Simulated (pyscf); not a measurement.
Optimised with ωB97X-D3(BJ)/def2-SVP in PySCF.

Estimate by transition-state theory the rate constant of HO–Si•(Cl)–Cl (SMILES O[Si](Cl)Cl) + H₂ (SMILES [H][H]) → Cl–SiH•–Cl (SMILES Cl[SiH]Cl) + H₂O (SMILES O) (doublet surface; O–Si, H–H broken, H–Si, H–O formed) at 600 K, with ωB97M-D3(BJ)/def2-TZVP energies (ideal gas, 1 atm, RRHO with modes under 100 cm⁻¹ raised to 100, one conformer, R ln 2 for rigid chiral ones; no tunnelling).

The electronic barrier is 42.6 kcal/mol and the thermal terms add +18.3, so ΔG‡ = 60.9 kcal/mol. With k_BT/h = 1.25e+13 s⁻¹ and RT = 1.192 kcal/mol, and a volume of 8.18e-20 cm³ per molecule at 1 atm, k = 7.0e-29 cm³ molecule⁻¹ s⁻¹. Wigner's tunnelling factor for 1418i cm⁻¹ would be 1.48, likely too low at so high a frequency. A shift of 1 kcal/mol in the barrier changes k by a factor 2.3. One saddle was located; it need not be the lowest between these sides.
